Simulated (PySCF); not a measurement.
# N2O (nitrous oxide), step by step, part 2 of 2

PySCF 2.14.0. Earlier steps stand in the parts before.

## 4. The energy at MP2/6-311G(d) (density fitting) (run 3)

The input, geometry.xyz:

```xyz
3

N     -0.515313     0.974546    -0.214930
N     -0.021000     0.028164    -0.004609
O      0.510261    -0.988960     0.221432
```

The input, job.py:

```python
from pyscf import gto, scf, mp

system = gto.Mole()
system.atom = 'geometry.xyz'
system.verbose = 4
system.basis = '6-311g*'
system.max_memory = 1860
system.charge = 0
system.build()

calc0 = scf.RHF(system)
calc0 = calc0.density_fit()
calc0.kernel()

pt = mp.MP2(calc0, frozen=3).run()
energy = pt.e_tot
print('E(%s) = %.9f' % ('MP2', energy))
```

Launch:

```console
$ OMP_NUM_THREADS=1 python job.py
```

Standard output:

```text
PySCF version 2.14.0

[INPUT] num. atoms = 3
[INPUT] num. electrons = 22
[INPUT] charge = 0
[INPUT] spin (= nelec alpha-beta = 2S) = 0
[INPUT] symmetry False subgroup None
[INPUT] Mole.unit = angstrom
[INPUT] Symbol           X                Y                Z      unit          X                Y                Z       unit  Magmom
[INPUT]  1 N     -0.515313000000   0.974546000000  -0.214930000000 AA   -0.973800438428   1.841625035790  -0.406158835953 Bohr   0.0
[INPUT]  2 N     -0.021000000000   0.028164000000  -0.004609000000 AA   -0.039684248616   0.053222246572  -0.008709747708 Bohr   0.0
[INPUT]  3 O      0.510261000000  -0.988960000000   0.221432000000 AA    0.964253542047  -1.868863548150   0.418445835215 Bohr   0.0

nuclear repulsion = 62.2905345823084
number of shells = 24
number of NR pGTOs = 93
number of NR cGTOs = 54
basis = 6-311g*
ecp = {}

******** <class 'pyscf.df.df_jk.DFRHF'> ********
method = DFRHF
initial guess = minao
damping factor = 0
level_shift factor = 0
DIIS = <class 'pyscf.scf.diis.CDIIS'>
diis_start_cycle = 1
diis_space = 8
diis_damp = 0
SCF conv_tol = 1e-09
SCF conv_tol_grad = None
SCF max_cycles = 50
direct_scf = False
Set gradient conv threshold to 3.16228e-05
Initial guess from minao.
******** <class 'pyscf.df.df.DF'> ********
auxbasis = None
Default auxbasis cc-pvtz-jkfit is used for N 6-311g*
Default auxbasis cc-pvtz-jkfit is used for O 6-311g*
init E= -184.552601100999
  HOMO = -0.354803764953082  LUMO = 0.123636397631033  gap/eV = 13.01902
cycle= 1 E= -183.615870765016  delta_E= 0.937  |g|= 0.782  |ddm|= 1.86
  HOMO = -0.504213779958796  LUMO = 0.0917701237242906  gap/eV = 16.21755
cycle= 2 E= -183.675673486833  delta_E= -0.0598  |g|= 0.563  |ddm|= 0.704
  HOMO = -0.503989327938159  LUMO = 0.164508896252326  gap/eV = 18.19076
cycle= 3 E= -183.727115262965  delta_E= -0.0514  |g|= 0.0574  |ddm|= 0.281
  HOMO = -0.488120339692526  LUMO = 0.17834484442165  gap/eV = 18.13544
cycle= 4 E= -183.727832419389  delta_E= -0.000717  |g|= 0.0196  |ddm|= 0.0601
  HOMO = -0.492203557911517  LUMO = 0.177030805782142  gap/eV = 18.21079
cycle= 5 E= -183.727956716802  delta_E= -0.000124  |g|= 0.013  |ddm|= 0.0234
  HOMO = -0.492247064374267  LUMO = 0.176267124948197  gap/eV = 18.19120
cycle= 6 E= -183.727993704404  delta_E= -3.7e-05  |g|= 0.00284  |ddm|= 0.0101
  HOMO = -0.492205178661745  LUMO = 0.176430824007808  gap/eV = 18.19451
cycle= 7 E= -183.727998752396  delta_E= -5.05e-06  |g|= 0.000939  |ddm|= 0.00588
  HOMO = -0.4922126026205  LUMO = 0.176435316582878  gap/eV = 18.19484
cycle= 8 E= -183.727999069415  delta_E= -3.17e-07  |g|= 0.000109  |ddm|= 0.00163
  HOMO = -0.492201900807677  LUMO = 0.176453581156446  gap/eV = 18.19504
cycle= 9 E= -183.727999074792  delta_E= -5.38e-09  |g|= 1.48e-05  |ddm|= 0.00024
  HOMO = -0.49220342296414  LUMO = 0.176451795607696  gap/eV = 18.19504
cycle= 10 E= -183.727999074865  delta_E= -7.32e-11  |g|= 3.91e-06  |ddm|= 2.18e-05
  HOMO = -0.492203719236085  LUMO = 0.176451563383802  gap/eV = 18.19504
Extra cycle  E= -183.727999074869  delta_E= -4.01e-12  |g|= 1.65e-06  |ddm|= 3.94e-06
converged SCF energy = -183.727999074869

******** <class 'pyscf.mp.dfmp2.DFRMP2'> ********
nocc = 8, nmo = 51
frozen orbitals 3
E(DFRMP2) = -184.27183542852  E_corr = -0.543836353651117
E(SCS-DFRMP2) = -184.248328580379  E_corr = -0.520329505510312
E_corr(same-spin) = -0.152623983312725
E_corr(oppo-spin) = -0.391212370338392
E(MP2) = -184.271835429
```

Wall time 0.81 s (1 thread of Arm Neoverse V1, shared host); peak memory 0.11 GiB.

## 5. The vertical excitations at ADC(2)/cc-pVDZ-F12 (root kind ee) (run 4)

The input, calc.py:

```python
from pyscf import gto, adc

mol = gto.M(
    atom='N -0.515313 0.974546 -0.214930; N -0.021000 0.028164 -0.004609; O 0.510261 -0.988960 0.221432',
    spin=0,
    verbose=4,
    charge=0,
    basis='cc-pvdz-f12',
    max_memory=1860,
)

mf = mol.RHF()
mf.kernel()

myadc = adc.ADC(mf)
myadc.method = 'adc(2)'

myadc.method_type = 'ee'
e, vec, osc, x = myadc.kernel(nroots=10)

roots = e * 27.211386
print('root  energy (eV)  strength')
for i, (w, f) in enumerate(zip(roots, osc), 1):
    print('%3d %10.4f %10.5f' % (i, w, f))
```

Launch:

```console
$ OMP_NUM_THREADS=1 python calc.py
```

Standard output:

```text
PySCF version 2.14.0

[INPUT] num. atoms = 3
[INPUT] num. electrons = 22
[INPUT] charge = 0
[INPUT] spin (= nelec alpha-beta = 2S) = 0
[INPUT] symmetry False subgroup None
[INPUT] Mole.unit = angstrom
[INPUT] Symbol           X                Y                Z      unit          X                Y                Z       unit  Magmom
[INPUT]  1 N     -0.515313000000   0.974546000000  -0.214930000000 AA   -0.973800438428   1.841625035790  -0.406158835953 Bohr   0.0
[INPUT]  2 N     -0.021000000000   0.028164000000  -0.004609000000 AA   -0.039684248616   0.053222246572  -0.008709747708 Bohr   0.0
[INPUT]  3 O      0.510261000000  -0.988960000000   0.221432000000 AA    0.964253542047  -1.868863548150   0.418445835215 Bohr   0.0

nuclear repulsion = 62.2905345823084
number of shells = 9
number of NR pGTOs = 117
number of NR cGTOs = 90
basis = cc-pvdz-f12
ecp = {}

******** <class 'pyscf.scf.hf.RHF'> ********
method = RHF
initial guess = minao
damping factor = 0
level_shift factor = 0
DIIS = <class 'pyscf.scf.diis.CDIIS'>
diis_start_cycle = 1
diis_space = 8
diis_damp = 0
SCF conv_tol = 1e-09
SCF conv_tol_grad = None
SCF max_cycles = 50
direct_scf = True
direct_scf_tol = 1e-13
Set gradient conv threshold to 3.16228e-05
[... 1 set-up line as earlier in the session ...]
init E= -184.571939058552
  HOMO = -0.355567707061161  LUMO = 0.0697253686199666  gap/eV = 11.57281
cycle= 1 E= -183.63280490757  delta_E= 0.939  |g|= 0.784  |ddm|= 1.48
  HOMO = -0.515387893516157  LUMO = 0.0631470379224206  gap/eV = 15.74274
cycle= 2 E= -183.694207252098  delta_E= -0.0614  |g|= 0.573  |ddm|= 0.524
  HOMO = -0.509575257473824  LUMO = 0.0729293115253569  gap/eV = 15.85076
cycle= 3 E= -183.74664806151  delta_E= -0.0524  |g|= 0.0607  |ddm|= 0.224
  HOMO = -0.491833023725425  LUMO = 0.0745697799392879  gap/eV = 15.41261
cycle= 4 E= -183.747421696302  delta_E= -0.000774  |g|= 0.0189  |ddm|= 0.0471
  HOMO = -0.49587138044772  LUMO = 0.0745042492295813  gap/eV = 15.52071
cycle= 5 E= -183.747545746965  delta_E= -0.000124  |g|= 0.0118  |ddm|= 0.0201
  HOMO = -0.495779732945333  LUMO = 0.0745150378416933  gap/eV = 15.51851
cycle= 6 E= -183.747575004992  delta_E= -2.93e-05  |g|= 0.00296  |ddm|= 0.0107
  HOMO = -0.495858525169615  LUMO = 0.0745099845058037  gap/eV = 15.52052
cycle= 7 E= -183.747580083479  delta_E= -5.08e-06  |g|= 0.00103  |ddm|= 0.00578
  HOMO = -0.495879326429739  LUMO = 0.0745091210735972  gap/eV = 15.52106
cycle= 8 E= -183.747580468179  delta_E= -3.85e-07  |g|= 0.00014  |ddm|= 0.00181
  HOMO = -0.495863013010569  LUMO = 0.0745103138650795  gap/eV = 15.52065
cycle= 9 E= -183.747580477271  delta_E= -9.09e-09  |g|= 1.82e-05  |ddm|= 0.000272
  HOMO = -0.495864371569608  LUMO = 0.0745101182113822  gap/eV = 15.52068
cycle= 10 E= -183.747580477387  delta_E= -1.17e-10  |g|= 4.41e-06  |ddm|= 3.71e-05
  HOMO = -0.495864686669801  LUMO = 0.0745100879779103  gap/eV = 15.52069
Extra cycle  E= -183.747580477392  delta_E= -5.31e-12  |g|= 1.84e-06  |ddm|= 6.24e-06
converged SCF energy = -183.747580477392

******** <class 'pyscf.adc.radc.RADC'> ********
******** ADC Orbital Information ********
Number of Frozen Occupied Orbitals: 0
Number of Frozen Virtual Orbitals: 0
Number of Active Occupied Orbitals: 11
Number of Active Virtual Orbitals: 79
*****************************************
Reference correlation energy (doubles): -0.66207928
MP2 correlation energy of reference state (a.u.) = -0.66207928

******** <class 'pyscf.adc.radc_ee.RADCEE'> ********
max_space = 12
max_cycle = 50
conv_tol = 1e-08

*************************************************************
        ADC calculation summary (singlet states only)
*************************************************************
adc(2) root 0  |  Energy (Eh) =   0.2779206875  |  Energy (eV) =   7.56260711  |  Osc. strength = 0.00000000  |  conv = True
adc(2) root 1  |  Energy (Eh) =   0.2831719455  |  Energy (eV) =   7.70550112  |  Osc. strength = 0.00000000  |  conv = True
adc(2) root 2  |  Energy (Eh) =   0.2831719520  |  Energy (eV) =   7.70550130  |  Osc. strength = 0.00000000  |  conv = True
adc(2) root 3  |  Energy (Eh) =   0.3130884180  |  Energy (eV) =   8.51956980  |  Osc. strength = 0.00120132  |  conv = True
adc(2) root 4  |  Energy (Eh) =   0.3130884180  |  Energy (eV) =   8.51956980  |  Osc. strength = 0.00120132  |  conv = True
adc(2) root 5  |  Energy (Eh) =   0.3414274699  |  Energy (eV) =   9.29071468  |  Osc. strength = 0.74693470  |  conv = True
adc(2) root 6  |  Energy (Eh) =   0.3891909520  |  Energy (eV) =  10.59042523  |  Osc. strength = 0.03220257  |  conv = True
adc(2) root 7  |  Energy (Eh) =   0.3891909521  |  Energy (eV) =  10.59042523  |  Osc. strength = 0.03220257  |  conv = True
adc(2) root 8  |  Energy (Eh) =   0.3909979651  |  Energy (eV) =  10.63959656  |  Osc. strength = 0.00000000  |  conv = True
adc(2) root 9  |  Energy (Eh) =   0.3923133561  |  Energy (eV) =  10.67539017  |  Osc. strength = 0.00000000  |  conv = True
root  energy (eV)  strength
  1     7.5626    0.00000
  2     7.7055    0.00000
  3     7.7055    0.00000
  4     8.5196    0.00120
  5     8.5196    0.00120
  6     9.2907    0.74693
  7    10.5904    0.03220
  8    10.5904    0.03220
  9    10.6396    0.00000
 10    10.6754    0.00000
```

It took 89 s on 1 thread of Arm Neoverse V1, shared host; peak memory 1.5 GiB.

The roots found:

```tsv
excited state	energy (eV)	strength
1	7.563	0.0000
2	7.705	0.0000
3	7.705	0.0000
4	8.520	0.0012
5	8.520	0.0012
6	9.291	0.7469
7	10.590	0.0322
8	10.590	0.0322
9	10.640	0.0000
10	10.675	0.0000
```

## 6. Summary of results

What follows sums up all 2 parts.

| quantity | value |
| --- | --- |
| run 1, HF/def2-SVPD: total energy at the end | -183.54212 Eh |
| run 1, HF/def2-SVPD: dipole moment | 0.75 D |
| run 1, HF/def2-SVPD: HOMO energy | -13.61 eV |
| run 1, HF/def2-SVPD: LUMO energy | 3.73 eV |
| run 1, HF/def2-SVPD: HOMO–LUMO gap | 17.34 eV |
| run 2, HF/def2-SVPD: lowest harmonic wavenumber | 694 cm⁻¹ |
| run 2, HF/def2-SVPD: highest harmonic wavenumber | 2662 cm⁻¹ |
| run 2, HF/def2-SVPD: zero-point energy | 32.8 kJ/mol |
| run 2, HF/def2-SVPD: ideal-gas entropy at 500 K (symmetry number 1 as used) | 57.1 cal/(mol K) |
| run 3, MP2/6-311G*: total energy | -184.27184 Eh |
| run 3, MP2/6-311G*: dipole moment (Hartree–Fock density) | 0.72 D |
| run 3, MP2/6-311G*: HOMO energy (Hartree–Fock orbitals) | -13.39 eV |
| run 3, MP2/6-311G*: LUMO energy (Hartree–Fock orbitals) | 4.80 eV |
| run 3, MP2/6-311G*: HOMO–LUMO gap (Hartree–Fock orbitals) | 18.20 eV |
| run 3, MP2/6-311G*: correlation energy (3 core orbitals frozen) | -543.8 mEh |
| run 4, ADC(2)/cc-pVDZ-F12: dipole moment (Hartree–Fock density) | 0.68 D |
| run 4, ADC(2)/cc-pVDZ-F12: HOMO energy (Hartree–Fock orbitals) | -13.49 eV |
| run 4, ADC(2)/cc-pVDZ-F12: LUMO energy (Hartree–Fock orbitals) | 2.03 eV |
| run 4, ADC(2)/cc-pVDZ-F12: HOMO–LUMO gap (Hartree–Fock orbitals) | 15.52 eV |
| run 4, ADC(2)/cc-pVDZ-F12: correlation energy | -662.1 mEh |
| run 4, ADC(2)/cc-pVDZ-F12: lowest excitation energy | 7.56 eV |

In words: The optimisation (run 1, HF/def2-SVPD) took 6 steps and changed the energy by -0.507 eV. All 4 modes (run 2, HF/def2-SVPD) are real, so the shape is a minimum at this level. At HF/def2-SVPD: The measured dipole moment is 0.17 D (NIST CCCBDB); the computed value is 0.58 D (343 %) too high. Mulliken charges (run 3, MP2/6-311G*) of the mean-field density run from -0.52 on O3 to +0.54 on N2. The brightest of the 10 transitions from the ground state lies at 9.29 eV (133 nm, f = 0.747); the lowest, at 7.56 eV, has f = 0.000. Mulliken charges (run 4, ADC(2)/cc-pVDZ-F12) of the mean-field density run from -0.27 on O3 to +0.38 on N2.
